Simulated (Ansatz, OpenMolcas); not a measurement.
# BN (boron nitride): methods side by side

BN has 2 atoms, charge 0, and is taken as a triplet. SMILES: `B#N`. The shape is that of a GFN2-xTB optimisation.

```xyz
2

B     0.0000    0.0000    0.0000
N     0.0000    0.0000    1.2684
```

Each level gives the energy change with the B1–N2 bond stretched from 1.268 to 2.537 Å (eV). The values are calculated.

```csv
level,kind,program,value (eV)
UHF/6-31G,Hartree–Fock,Ansatz,1.40
USVWN5/6-31G,LDA,Ansatz,3.92
U-r2SCAN/6-31G,meta-GGA,Ansatz,3.44
UB3LYP/6-31G,global hybrid,Ansatz,3.33
UHSE06/6-31G,range-separated hybrid,Ansatz,3.38
UB2PLYP/6-31G,double hybrid,Ansatz,3.31
UMP2/6-31G,perturbation theory,Ansatz,3.12
UCCSD(T)/6-31G,coupled cluster or CI,Ansatz,2.63
UCCSDT/6-31G,coupled cluster or CI,Ansatz,2.62
FCI/STO-3G,exact in the basis,OpenMolcas,3.45
```

The first shape isn't each level's own minimum. The values span 1.40 to 3.92 eV. Spin contamination of the reference (⟨S²⟩ at least 0.1 too high) touches UHF/6-31G, USVWN5/6-31G, U-r2SCAN/6-31G, UB3LYP/6-31G, UHSE06/6-31G, UB2PLYP/6-31G, UMP2/6-31G, UCCSD(T)/6-31G, UCCSDT/6-31G. The coupled-cluster rows rest on a doubtful reference here (large T1 or Brueckner and Hartree–Fock orbitals at odds), and rows may lie in different states. All rows use very small basis sets, so none should be taken for the real molecule's value.
